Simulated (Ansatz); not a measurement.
C2H4Si, SMILES C=C[SiH], a relaxed scan of one distance

Computed with the Python package of Ansatz (0.2.0).

`c2h4si.py`
```python
import logging
import sys

import ansatz as az
import numpy as np

logging.basicConfig(stream=sys.stdout, format="%(name)s: %(message)s")
log = logging.getLogger("run")
log.setLevel(logging.INFO)

geometry = (
    az.Crystal.molecule()
    .atom("C", (-0.9063, 0.3388, -0.3076))
    .atom("C", (-0.0438, -0.6272, 0.0093))
    .atom("Si", (1.7783, -0.3284, -0.0294))
    .atom("H", (-0.5605, 1.3267, -0.5968))
    .atom("H", (-1.9733, 0.1436, -0.2785))
    .atom("H", (-0.4106, -1.6074, 0.2962))
    .atom("H", (2.1162, 0.7539, 0.9068))
)

setup = (
    geometry.calculation()
    .basis(gaussian="def2-SVP")
    .functional("b3lyp")
    .spin("collinear", total=2)
)
symbols = [site.symbol for site in geometry.cartesian_sites]
pairs = [(0, 1), (0, 3), (0, 4), (1, 2), (1, 5), (2, 6)]
print("held (A)   E (eV)        ", "  ".join(f"{symbols[i]}{i}-{symbols[j]}{j}" for i, j in pairs))
for length in [1.0, 1.09, 1.17, 1.3, 1.47]:
    rep = setup.relax(constraints=[az.DistanceConstraint((1, 5), at=length)], force_tolerance=0.02, max_steps=60).run().report
    xyz = np.array(rep["positions_ang"])
    print(f"{length:6.2f} {rep['free_energy_ev']:14.5f}  ", "  ".join(f"{np.linalg.norm(xyz[i] - xyz[j]):.3f}" for i, j in pairs))
```

```console
$ python c2h4si.py
held (A)   E (eV)         C0-C1  C0-H3  C0-H4  C1-Si2  C1-H5  Si2-H6
DeckWarning: relax.constraints: the input's atoms, or those drawn, lie off the distances that are held; a relaxation that starts there is brought onto them ahead of its first SCF, by positions alone, an atom by 4.26e-2 Å at the most. With the symmetry detection on, the symmetry is detected on the input's atoms as so [...]
  1.00   -10009.67606   1.356  1.095  1.096  1.840  1.000  1.498
  1.09   -10009.86976   1.356  1.095  1.096  1.838  1.090  1.499
  1.17   -10009.79421   1.355  1.096  1.095  1.836  1.170  1.499
  1.30   -10009.39845   1.353  1.096  1.095  1.832  1.300  1.500
  1.47   -10008.66822   1.350  1.096  1.093  1.824  1.470  1.501
```
(Warnings from the package without file and line, shortened, repeats left out.)

Caveats:
- Total energies depend on the basis set; only differences at equal settings carry meaning.
- The energies are electronic: no zero-point or thermal terms, and the basis set is short of its limit.
- The species is open-shell (spin multiplicity 3).
- b3lyp holds the VWN-RPA fit, as in Gaussian; the form of ORCA and Turbomole is b3lyp5.
- Finished in 2.2 min on 1 thread of Arm Neoverse V1, with other jobs on the host, peak memory 0.22 GiB.
